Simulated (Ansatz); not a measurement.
C$_{2}$H$_{8}$N+, SMILES `C[NH2+]C`. Charge 1, multiplicity 1.

Cartesian coordinates in Å:
```
C -0.409 0.776 -0.919
N -0.063 -0.517 -0.264
C 0.458 -0.372 1.125
H -0.779 0.579 -1.923
H 0.487 1.393 -0.962
H -1.175 1.271 -0.325
H -0.888 -1.119 -0.252
H 0.631 -1.006 -0.833
H 0.685 -1.358 1.525
H -0.305 0.114 1.731
H 1.357 0.240 1.096
```

**Question.** Give the diagnostics of a CCSD(T)/def2-TZVPP run (frozen core, Ansatz 0.2.0). (Best estimate.)

**Answer.** The calculation gave: T1 = 0.0074, largest single amplitude 0.008, largest double 0.017, (T) share of the correlation energy 3.3 %, 8 CCSD cycles. The RHF solution is stable towards an unrestricted one. T1 lies under the customary mark of 0.02 for closed shells.
